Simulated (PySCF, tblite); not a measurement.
# CH3N2−, a complex of two parts: NMR shifts, interaction energy, infrared bands, spin-spin couplings and core binding energies

The task here is to estimate one member of a computed series from the others.

Computed with tblite 0.8.0 and PySCF 2.14.0; each step states its level. No surroundings beyond the atoms listed, unless a continuum is named. Atoms count from 0, parts from 1.

## Starting point

6 atoms, charge -1, multiplicity 1; geometry: rigid parts in contact. Parts: 1 = atoms 0–3, `N`, charge 0; 2 = atoms 4–5, `[C-]#N`, charge -1.

The first run:

The job: settings as JSON, then the geometry in Å.

```
{"job": {"kind": "dock", "xc": "GFN2-xTB", "basis": "xTB"}, "charge": -1, "multiplicity": 1, "parts": [{"atoms": "0-3", "charge": 0, "multiplicity": 1}, {"atoms": "4-5", "charge": -1, "multiplicity": 1}]}
N      0.003073    -0.000955     0.275044
H      0.919522    -0.208523    -0.102524
H     -0.642082    -0.692400    -0.087066
H     -0.280512     0.901878    -0.085454
C     -1.461989     2.756399     0.790992
N     -2.086939     1.850776     0.311822
```

Method: GFN2-xTB search for minima from random contacts, gas phase.

Run with:

```
$ OMP_NUM_THREADS=1 python cluster_run.py task.json out
```

This one command runs all jobs of the session in turn.

Among the steps run: Docking the parts with GFN2-xTB; Relaxing the molecule at PBE0-D3(BJ)/def2-TZVPD; Shielding tensors: PBE0/aug-pcSseg-2; Coupled-cluster interaction energy: CCSD(T) and MP2.

One table of the session follows, with a row left open; its other results are not shown here.

It belongs to the step «Coupled-cluster interaction energy: CCSD(T) and MP2». 

```
                 method  interaction energy (kcal/mol)
         HF/aug-cc-pVDZ                          -6.61
        MP2/aug-cc-pVDZ                          -8.27
       CCSD/aug-cc-pVDZ                          -7.78
    CCSD(T)/aug-cc-pVDZ                          -8.08
         HF/aug-cc-pVQZ                          -6.76
        MP2/aug-cc-pVQZ                              ?
    SCS-MP2/aug-cc-pVQZ                          -8.37
      MP2, extrapolated                          -9.14
CCSD(T), limit estimate                          -8.95
```

Q: Estimate the row for MP2/aug-cc-pVQZ from the others.

The run gave: interaction energy (kcal/mol): -9.02. In the column «interaction energy (kcal/mol)» it lies between MP2, extrapolated (-9.14) and CCSD(T), limit estimate (-8.95).

Caveats from the session: The interaction energy leaves out the deformation of the parts, 0.35 kcal/mol (MP2); added to the CCSD(T) estimate it gives a binding of about -8.60 kcal/mol.
